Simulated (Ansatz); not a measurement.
The inner images of a band of AlFH2 (4 atoms, charge 0, multiplicity 1) are given out of order.

Computed with RKS r2SCAN-D4/def2-SVP (Ansatz 0.2.0).

Initial state:

```xyz
4
Properties=species:S:1:pos:R:3
Al 0.402 0.000 0.173
F 0.445 0.000 1.840
H 1.791 0.000 -0.578
H -1.025 0.000 -0.504
```

Final state:

```xyz
4
Properties=species:S:1:pos:R:3
Al 0.001 0.000 -0.895
F 1.078 0.000 1.108
H 1.952 0.000 0.772
H -1.420 0.000 -0.054
```

Task: Put them in order from the first end to the last, with their energies above the first end.
A.
```xyz
4
Properties=species:S:1:pos:R:3
Al 0.311 0.000 -0.178
F 0.712 0.000 1.473
H 1.879 0.000 0.052
H -1.289 0.000 -0.416
```
B.
```xyz
4
Properties=species:S:1:pos:R:3
Al 0.180 0.000 -0.647
F 1.072 0.000 1.269
H 1.756 0.000 0.546
H -1.396 0.000 -0.237
```
C.
```xyz
4
Properties=species:S:1:pos:R:3
Al 0.295 0.000 -0.331
F 0.823 0.000 1.387
H 1.817 0.000 0.264
H -1.323 0.000 -0.389
```
D.
```xyz
4
Properties=species:S:1:pos:R:3
Al 0.086 0.000 -0.791
F 1.093 0.000 1.213
H 1.856 0.000 0.650
H -1.423 0.000 -0.141
```
E.
```xyz
4
Properties=species:S:1:pos:R:3
Al 0.328 0.000 -0.046
F 0.620 0.000 1.590
H 1.897 0.000 -0.172
H -1.233 0.000 -0.441
```
F.
```xyz
4
Properties=species:S:1:pos:R:3
Al 0.251 0.000 -0.489
F 0.975 0.000 1.313
H 1.744 0.000 0.433
H -1.358 0.000 -0.326
```
G.
```xyz
4
Properties=species:S:1:pos:R:3
Al 0.359 0.000 0.068
F 0.535 0.000 1.719
H 1.865 0.000 -0.388
H -1.146 0.000 -0.469
```

Result: G (+0.18 eV), E (+0.76 eV), A (+1.73 eV), C (+2.83 eV), F (+3.35 eV), B (+3.21 eV), D (+3.12 eV).

The run took 84 s on 1 thread of Arm Neoverse V1, on a shared host, peak memory 0.087 GiB.
